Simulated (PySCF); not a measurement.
Metal–ligand bonds in Zn(OH)1–Y. All species are isolated molecules in the gas phase. One relaxed conformer stands for each flexible species; it need not be the lowest. Multiplicities are imposed; where one is given, others were not computed. Strings in code marks are SMILES.

Quantity: electronic energy of homolysis of the metal–ligand bond (relaxed doublet parts, no counterpoise, zero-point or spin–orbit term), in eV. HF references are unrestricted for open shells and restricted for singlets.

Level 1: B3LYP-D3(BJ)/def2-TZVP // PBE-D3(BJ)/def2-SVP (PySCF)
Level 2: PBE-D3(BJ)/def2-TZVP // PBE-D3(BJ)/def2-SVP (PySCF)
Level 3: BP86/6-31G* (LANL2DZ on Zn) // PBE-D3(BJ)/def2-SVP (PySCF)
Level 4: frozen-core MP2/6-31G* (LANL2DZ on Zn) // PBE-D3(BJ)/def2-SVP (PySCF)

```json
[
 {"species": "NH2: [Zn(OH)(NH2)]", "level 1": "3.49", "level 2": "3.69", "level 3": "3.16", "level 4": "3.46"},
 {"species": "Br: [Zn(OH)(Br)]", "level 1": "3.95", "level 2": "4.08", "level 3": "3.74", "level 4": "3.87"},
 {"species": "OH: [Zn(OH)2]", "level 1": "4.10", "level 2": "4.33", "level 3": "3.91", "level 4": "4.21"},
 {"species": "F: [Zn(OH)(F)]", "level 1": "5.14", "level 2": "5.38", "level 3": "5.04", "level 4": "5.23"},
 {"species": "Cl: [Zn(OH)(Cl)]", "level 1": "4.33", "level 2": "4.50", "level 3": "4.05", "level 4": "4.06"}
]
```
